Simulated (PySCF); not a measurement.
# Working with the constants of AlCl⁻

UHF-CCSD(T) constants of AlCl⁻, ²Π (doublet), unpaired electrons π ↑ (basis Al aug-cc-pVDZ-DK, Cl aug-cc-pVDZ-DK; spin-free X2C with a Gaussian nucleus; PySCF 2.14; masses 26.9815 and 34.9689 u):

* ωe: 308.6 cm⁻¹
* ωexe: 2.23 cm⁻¹
* Be: 0.19717 cm⁻¹
* αe: 0.00189 cm⁻¹
* D (centrifugal): 3.22e-07 cm⁻¹

**Question.** Give the vibrational terms G(v) and spacings up to v = 6.

**Answer.** G(v) = ωe(v+½) − ωexe(v+½)².

```json
{"v": "0", "G(v) (cm⁻¹)": "153.7", "G(v) − G(v−1)": "", "Bv (cm⁻¹)": "0.1962"}
{"v": "1", "G(v) (cm⁻¹)": "457.9", "G(v) − G(v−1)": "304.1", "Bv (cm⁻¹)": "0.1943"}
{"v": "2", "G(v) (cm⁻¹)": "757.6", "G(v) − G(v−1)": "299.7", "Bv (cm⁻¹)": "0.1924"}
{"v": "3", "G(v) (cm⁻¹)": "1052.8", "G(v) − G(v−1)": "295.2", "Bv (cm⁻¹)": "0.1906"}
{"v": "4", "G(v) (cm⁻¹)": "1343.5", "G(v) − G(v−1)": "290.8", "Bv (cm⁻¹)": "0.1887"}
{"v": "5", "G(v) (cm⁻¹)": "1629.8", "G(v) − G(v−1)": "286.3", "Bv (cm⁻¹)": "0.1868"}
{"v": "6", "G(v) (cm⁻¹)": "1911.7", "G(v) − G(v−1)": "281.8", "Bv (cm⁻¹)": "0.1849"}
```

Correlated steps freeze 10 core orbitals. The state was picked by a PBE0 search and need not be the measured ground state.
